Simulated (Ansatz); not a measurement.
## How close CCSD(T) comes to the exact answer in a basis

Each species is computed at the geometry given (Å), with frozen cores, in Ansatz 0.2.0: RHF-CCSD(T) for singlets, UHF-CCSD(T) otherwise, and full CI in the same basis. The program picks the determinant by trial CCSD, so it needn't be the lowest Hartree–Fock solution. States: HCB A', BeMgH2 (H-bridged) A', HNB Σ⁺ or Δ. Cases whose determinant has another symmetry than full CI's state, or whose (Q) step broke down, weren't drawn.

Question: Judging by size, spin and bonding and the diagnostics given, rank them by the size of CCSD(T)'s error in total energy against full CI in the same basis, smallest first (an estimate).
A. HCB, singlet, 6-31G: B 0.000 0.061 0.626; C 0.000 -0.101 -0.453; H 0.000 0.556 -1.314. T1 0.137, (T) -315 meV in a correlation energy of -4.81 eV
B. BeMgH$_{2}$ (H-bridged), triplet, 6-31G: Be 0.000 -0.067 1.924; Mg 0.000 -0.039 -0.647; H 0.000 1.046 1.041; H 0.000 0.498 -2.632. T1 0.024, (T) -27 meV in a correlation energy of -1.52 eV
C. HNB, doublet, 6-31G: B 0.000 0.000 1.063; N 0.000 0.000 -0.035; H 0.000 0.000 -1.028. T1 0.021, (T) -114 meV in a correlation energy of -4.27 eV

Answer: B (18.1 meV), C (24.6 meV), A (50.6 meV).

| species | basis | correlated electrons | CCSD(T) − full CI (meV) | CCSDT(Q) − full CI (meV) | unpaired electrons (full CI) | T1 | ⟨S²⟩ of the determinant |
| --- | --- | --- | --- | --- | --- | --- | --- |
| BeMgH2 (H-bridged), triplet | 6-31G | 6 | 18.1 | 0.2 | 2.04 | 0.024 | 2.01 |
| HNB, doublet | 6-31G | 9 | 24.6 | -1.9 | 1.05 | 0.021 | 0.80 |
| HCB, singlet | 6-31G | 8 | -50.6 | -17.1 | 0.57 | 0.137 | 0.00 |

Unpaired electrons are Σ n²(2−n)² over natural occupations; an open shell counts its own unpaired electrons too. Frozen cores follow each run's orbitals, which moves totals by a few meV.
